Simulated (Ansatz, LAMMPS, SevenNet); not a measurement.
## Elastic constant C44 of hcp Ti: levels of theory against measurement

Reference value: 51 GPa (measured, 4 K, zero-point motion not removed; as tabulated in Ferrari et al. (2019), arXiv:1905.01197).

### Question
What do Lennard-Jones jacobson2022, SevenNet-l3i5, LDA, PBE, PBE-D3(BJ), r²SCAN, HSE06 give, and how far is each from the reference?

### Answer

```json
[
 {"level (code)": "Lennard-Jones jacobson2022 (LAMMPS)", "value (GPa)": "164", "cell (Å³/atom)": "17.78", "difference (%)": "+222"},
 {"level (code)": "SevenNet-l3i5", "value (GPa)": "24.0", "cell (Å³/atom)": "17.37", "difference (%)": "-53"},
 {"level (code)": "LDA (Ansatz)", "value (GPa)": "36.5", "cell (Å³/atom)": "16.10", "difference (%)": "-28"},
 {"level (code)": "PBE (Ansatz)", "value (GPa)": "44.3", "cell (Å³/atom)": "17.39", "difference (%)": "-13.1"},
 {"level (code)": "PBE-D3(BJ) (Ansatz)", "value (GPa)": "44.8", "cell (Å³/atom)": "16.51", "difference (%)": "-12.2"},
 {"level (code)": "r²SCAN (Ansatz)", "value (GPa)": "51.7", "cell (Å³/atom)": "17.31", "difference (%)": "+1.4"},
 {"level (code)": "HSE06 (Ansatz)", "value (GPa)": "68.5", "cell (Å³/atom)": "17.19", "difference (%)": "+34"}
]
```

Closest of the ranked levels: r²SCAN (+1.4 %). Among them Lennard-Jones jacobson2022 (+222 %) misses by most. Of the ranked levels only r²SCAN lands within 5 %.

The reference isn't brought to a static lattice, while the calculations are for one, so the differences are not the levels' errors alone. The crystal itself was run without spin with LDA, PBE, PBE-D3(BJ), r²SCAN, HSE06; a magnetic state was not tried in these runs. PBE-D3(BJ): the dispersion coefficients are held fixed in the derivatives. HSE06: hybrids on metals are sensitive to the k mesh. HSE06: the run warned that the count of filled bands differs between k points. Each level is taken at its own relaxed cell. Cutoffs and k meshes differ between the levels. Ansatz's density-functional and Hartree–Fock values are scalar-relativistic unless marked +SOC, with PAW data made under PBE.

Empirical potentials (Lennard-Jones jacobson2022) are fitted to chosen data: where that held the value shown, agreement is built in, and what lay outside the fit can be far off. Machine-learned potentials (SevenNet-l3i5) are trained on DFT data: a solid inside that data is no test of them.

Differences are worked out from the printed values.

Ansatz is an electronic-structure program.
